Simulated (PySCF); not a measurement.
Molecule: SMILES [BH3-][PH3+], BH₆P.

Geometry:
```csv
atom,x (Å),y (Å),z (Å)
B1,-1.195,-0.102,-0.021
P2,0.724,0.005,0.039
H3,-1.557,0.786,0.735
H4,-1.456,0.098,-1.197
H5,-1.437,-1.233,0.368
H6,1.366,-0.177,1.288
H7,1.467,-0.912,-0.745
H8,1.336,1.216,-0.369
```

Geometry PBE0-D3(BJ)/def2-SVP throughout; GIAO in PySCF, gas phase, one conformer, non-relativistic; equivalent atoms averaged; basis pcSseg-2.

For orientation, CAM-B3LYP gives these shifts δ (against BF3·OEt2, H3PO4, TMS at the same level): B1 -51.2, P2 -138.6, H6/H7/H8 4.16, H3/H4/H5 1.03 ppm.

A run gave: B1 -51.5, P2 -140.1, H6/H7/H8 4.17, H3/H4/H5 1.02 ppm (shifts δ (against BF3·OEt2, H3PO4, TMS at the same level)).

Question: Which functional was used in that run?
A. BHandHLYP
B. B97-2
C. WP04
D. wB97X-D
E. LC-wPBE

Answer: D. P2 tells them apart best: wB97X-D gives -140.1, B97-2 gives -133.4, BHandHLYP gives -125.6, LC-wPBE gives -149.5, WP04 gives -101.3 ppm.
